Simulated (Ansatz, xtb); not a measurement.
**CHN: which of two isomers lies lower**

Structure I is `C#N`, a singlet and structure II is `[C-]#[NH+]`, a singlet. Both are isolated molecules in the gas phase, relaxed with B3LYP-D3(BJ)/def2-SVP.

Quicker runs give these differences E(II) − E(I): GFN2-xTB +0.868 eV; HF/STO-3G +0.829 eV (at GFN2-xTB geometries); r2SCAN-D4/def2-SVP +0.577 eV (at GFN2-xTB geometries).

Question: Estimate E(II) − E(I) at the level CCSD(T)/def2-TZVP.

Answer: Calculated at CCSD(T)/def2-TZVP: E(II) − E(I) = +0.670 eV, so structure I lies lower.

Level by level:

```json
{"level": "GFN2-xTB", "geometry": "GFN2-xTB", "E(II) − E(I) (eV)": "+0.868", "departure from the last row (eV)": "+0.198", "job, with rough time for the two": "optimisation, 0.059 s"}
{"level": "HF/STO-3G", "geometry": "GFN2-xTB", "E(II) − E(I) (eV)": "+0.829", "departure from the last row (eV)": "+0.159", "job, with rough time for the two": "single point, 0.08 s"}
{"level": "r2SCAN-D4/def2-SVP", "geometry": "GFN2-xTB", "E(II) − E(I) (eV)": "+0.577", "departure from the last row (eV)": "−0.093", "job, with rough time for the two": "single point, 0.44 s"}
{"level": "B3LYP-D3(BJ)/def2-SVP", "geometry": "B3LYP-D3(BJ)/def2-SVP", "E(II) − E(I) (eV)": "+0.589", "departure from the last row (eV)": "−0.081", "job, with rough time for the two": "optimisation, 1.1 s"}
{"level": "HF/def2-TZVP", "geometry": "B3LYP-D3(BJ)/def2-SVP", "E(II) − E(I) (eV)": "+0.442", "departure from the last row (eV)": "−0.228", "job, with rough time for the two": "part of the CCSD(T) run"}
{"level": "MP2/def2-TZVP", "geometry": "B3LYP-D3(BJ)/def2-SVP", "E(II) − E(I) (eV)": "+0.794", "departure from the last row (eV)": "+0.124", "job, with rough time for the two": "part of the CCSD(T) run"}
{"level": "CCSD(T)/def2-TZVP", "geometry": "B3LYP-D3(BJ)/def2-SVP", "E(II) − E(I) (eV)": "+0.670", "departure from the last row (eV)": "", "job, with rough time for the two": "single point, 0.72 s"}
```

As drawn, II has 1 N–H in place of 1 C–H.

None of the levels shown reverses the order. The largest departure from CCSD(T)/def2-TZVP is that of HF/def2-TZVP, 0.228 eV.

With harmonic frequencies from B3LYP-D3(BJ)/def2-SVP (ideal gas, rigid rotor, one conformer each, 298.15 K, 1 atm): the zero-point term adds −0.010 eV; ΔH is +0.666 and ΔG +0.659 eV.

Tabulated enthalpies of formation at 298 K are 129.3 kJ/mol for I (Active Thermochemical Tables 1.112) and 192.0 kJ/mol for II (Active Thermochemical Tables 1.112), a difference of +0.650 eV. Calculated less tabulated ΔH, with the same thermal term: GFN2-xTB +0.214, HF/STO-3G +0.175, r2SCAN-D4/def2-SVP −0.077, B3LYP-D3(BJ)/def2-SVP −0.065, HF/def2-TZVP −0.212, MP2/def2-TZVP +0.141, CCSD(T)/def2-TZVP +0.017 eV.

The correlated steps freeze 2 core orbitals. Codes used: Ansatz 0.2.0, xtb 6.7.1; the last row on 2 threads of Intel(R) Xeon(R) 6975P-C (Granite Rapids) on a shared host.
